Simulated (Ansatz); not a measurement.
Antifluorite Mg2Sn

Level of theory: PBE0 in Ansatz (plane waves, PAW).

Numerical settings: plane-wave cutoff 460 eV, 6×6×6 k mesh, Fermi–Dirac smearing 0.01 eV, scalar-relativistic PAW data made under PBE.

Cell: measured lattice: a = 6.7665 Å, b = 6.7665 Å, c = 6.7665 Å, α = 90.00°, β = 90.00°, γ = 90.00°.

```json
{
 "band_gap": "0.77 eV (on the SCF k mesh)",
 "smallest_direct_gap_on_the_k_points_sampled": "2.61 eV"
}
```

Measured, for comparison: band gap 0.36 eV (temperature not stated, no zero-point or thermal correction, indirect, Γ–X; as tabulated in Ryu et al. (2019), arXiv:1905.06140).

Note: cell and atoms aren't relaxed at this level.

Spin–orbit coupling is not included.

Computed values are for the static lattice.

Ansatz is an electronic-structure program.
